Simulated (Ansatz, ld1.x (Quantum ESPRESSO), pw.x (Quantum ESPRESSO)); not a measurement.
## lithium: does the TM potential hold in the solid?

* Element: lithium (Li)
* Generator: ld1.x (Quantum ESPRESSO) 7.5
* Type: norm-conserving Troullier–Martins (Kleinman–Bylander form)
* Functional: PBE
* Relativity: scalar-relativistic
* Frozen core: [He]
* Valence charge: 1
* Reference configuration: 2s1 2p0
* Partial waves: 2p (bound, empty): rc 4.20 bohr; 3d channel at 0.15 Ry: rc 3.95 bohr; 2s (bound): rc 3.35 bohr
* Local potential: the s channel
* Core correction: none

Atomic tests: cutoffs needed: 6 Ry and 6 Ry (the cutoffs (Ry, on a coarse ladder) from which the occupation-weighted sum of valence levels, in a spherical-Bessel basis at the reference potential, stays within 10 and 1 mRy of its value at 400 Ry); ghost test: no extra level below or beside the all-electron valence levels (p, d, s, f tested) (spherical-Bessel basis up to 400 Ry, 20 bohr box); largest excitation error: +4.6 meV (all-electron minus pseudo) for 2s0.5 2p0, out of 2 test configurations.

Crystal test: bcc Li in pw.x 7.5, no spin, 13³ k-points, Fermi–Dirac smearing 0.01 Ry, cutoffs 35/140 Ry. The reference is all-electron LAPW (Ansatz 0.2.0) with the same functional, mesh and smearing; V0 and B0 come from Birch–Murnaghan fits to the pressures at five volumes. Errors are pseudo minus all-electron; Δ is the rms difference of the E(V) curves that follow from these fits, minima aligned, over ±6 % about the mean V0. Mesh and smearing are coarse, so the numbers serve the comparison and aren't converged zero-temperature values; the lattice is a test structure that the element need not adopt.

All-electron: a0 = 3.436 Å (V0 = 20.29 Å³/atom), B0 = 13.8 GPa.

Question: How far does the potential miss the all-electron equation of state?

Answer: mean pressure error (GPa): -1.03. The pressure does not cross zero within the volumes sampled, so no fit is given. The largest radius (4.20 bohr) exceeds half the bond length (2.82 bohr), so the spheres overlap, which is one possible source of error among others. This is a poor potential for the solid.

```json
{"V (Å³/atom)": "19.352", "P all-electron (GPa)": "0.71", "P pseudo (GPa)": "-0.52"}
{"V (Å³/atom)": "19.862", "P all-electron (GPa)": "0.30", "P pseudo (GPa)": "-0.81"}
{"V (Å³/atom)": "20.371", "P all-electron (GPa)": "-0.05", "P pseudo (GPa)": "-1.07"}
{"V (Å³/atom)": "20.880", "P all-electron (GPa)": "-0.38", "P pseudo (GPa)": "-1.30"}
{"V (Å³/atom)": "21.390", "P all-electron (GPa)": "-0.67", "P pseudo (GPa)": "-1.51"}
```

Question: At the middle volume, how do free energy and pressure move when the wave cutoff is lowered (ecutrho kept at four times it)?

Answer:

| cutoff (Ry) | shift of F (meV/atom) | shift of P (GPa) |
| --- | --- | --- |
| 16 | +0.2 | +0.00 |
| 21 | +0.1 | -0.00 |
| 28 | +0.0 | +0.00 |

The run at the middle volume (84 k-points, 5 iterations) took about 3.3 s on one core of a shared host (Neoverse-V1, 32 threads, 247 GiB, load 28).
